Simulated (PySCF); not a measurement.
Identify the unknown among the candidates.

All candidates are C4H9N.

| technique | computed result |
| --- | --- |
| Couplings | largest of the computed one-bond spin–spin couplings (means over like bonds): 13C–1H +145.8, 13C–1H +144.6 (×2), 13C–1H +142.1, 13C–1H +138.0, 13C–1H +135.1 (×2), 15N–1H -66.1 (×2), 13C–13C +30.2 (×2), 13C–13C +29.7 (×2) Hz [B3LYP/pcJ-1, spin–dipole term left out for some pairs] |
| 13C NMR | chemical shifts (computed TMS as zero) by class: 47.5 (1 C), 34.6 (2 C), 14.1 (1 C) ppm [GIAO HF/pcSseg-2] |
| Valence photoelectron | vertical ionisation energy: 8.96 eV [ΔSCF PBE0/def2-SVPD] |
| XPS | C1s 290.3 (×2), C1s 290.4, C1s 291.2, N1s 404.9 eV [ΔSCF SCAN, pcX-2 on the ionised atom, pcseg-1 elsewhere, spin-free X2C] |
| Dipole | 1.19 D [PBE0/def2-SVPD] |
| Rotational structure | rotational constants A, B, C: 10.045, 4.242, 3.399 GHz [PBE0-D3(BJ)/def2-SVP] |

Electronic properties: PySCF, gas phase, density fitting. Levels stand in brackets. Geometry: PBE0-D3(BJ)/def2-SVP, one conformer, isolated molecule. NMR values are class means; diastereotopic atoms form classes of their own.

Task: Which candidate is it?
A. `C=CCNC`
B. `NC1CCC1`
C. `CC/C=N\C`

Result: B. It is `NC1CCC1`. Numbering: `[NH2:1][CH:2]1[CH2:3][CH2:4][CH2:5]1`. Its formula, C4H9N, gives 1 degree of unsaturation: 1 ring and 0 π bonds in the structure found. 4 carbons fall into 3 classes; from least to most shielded: ring sp3 carbon bound to nitrogen [C2] (47.5 ppm), four-membered-ring carbon [C3/C5] (34.6 ppm, 2 C, up to 4.6 ppm apart in this geometry), four-membered-ring carbon [C4] (14.1 ppm). The couplings run between: +145.8 Hz, four-membered-ring carbon [C4] and its hydrogen; +144.6 Hz, four-membered-ring carbon [C3] and its hydrogen (with 1 like pair); +142.1 Hz, sp3 carbon bound to nitrogen [C2] and its hydrogen; +138.0 Hz, four-membered-ring carbon [C4] and its hydrogen; +135.1 Hz, four-membered-ring carbon [C3] and its hydrogen (with 1 like pair); -66.1 Hz, primary amine nitrogen [N1] and its hydrogen (with 1 like pair); +30.2 Hz, sp3 carbon bound to nitrogen [C2] and four-membered-ring carbon [C3] (with 1 like pair); +29.7 Hz, four-membered-ring carbon [C3] and four-membered-ring carbon [C4] (with 1 like pair). The core levels belong to: C1s 290.3 eV, four-membered-ring carbon [C3/C5]; C1s 290.4 eV, four-membered-ring carbon [C4]; C1s 291.2 eV, sp3 carbon bound to nitrogen [C2]; N1s 404.9 eV, primary amine nitrogen [N1]. One atom of each topological class was ionised and stands for its class. The first electron is taken from the HOMO, whose largest Löwdin shares are 0.55 on the primary amine nitrogen, 0.12 on a four-membered-ring carbon, 0.12 on the sp3 carbon bound to nitrogen and 0.05 on an N–H hydrogen. By its constants the optimised geometry is an asymmetric top.

The others, at the same levels:
- `C=CCNC` fails: its computed core binding energies are C1s 290.2, C1s 290.5, C1s 291.4, C1s 291.4, N1s 404.7 eV, rotational constant A is 21.184 GHz (against 10.045 GHz) and smallest rotational constant is 2.179 GHz (against 3.399 GHz).
- `CC/C=N\C` fails: its computed core binding energies are C1s 290.8, C1s 290.9, C1s 291.3, C1s 291.4, N1s 404.4 eV, rotational constant A is 12.457 GHz (against 10.045 GHz) and smallest rotational constant is 2.462 GHz (against 3.399 GHz).

Each candidate is one conformer, not necessarily the lowest. Dipoles, sizes and rotational constants follow the conformer. The torsions of the flexible species, by atom-mapped SMILES:
- `[NH2:1][CH:2]1[CH2:3][CH2:4][CH2:5]1`: H–N1–C2–C3 -62°, H–N1–C2–C3 179°
- `[CH2:1]=[CH:2][CH2:3][NH:4][CH3:5]`: C1–C2–C3–N4 128°, C2–C3–N4–C5 176°
- `[CH3:1][CH2:2]/[CH:3]=[N:4]\[CH3:5]`: C1–C2–C3–N4 -127°
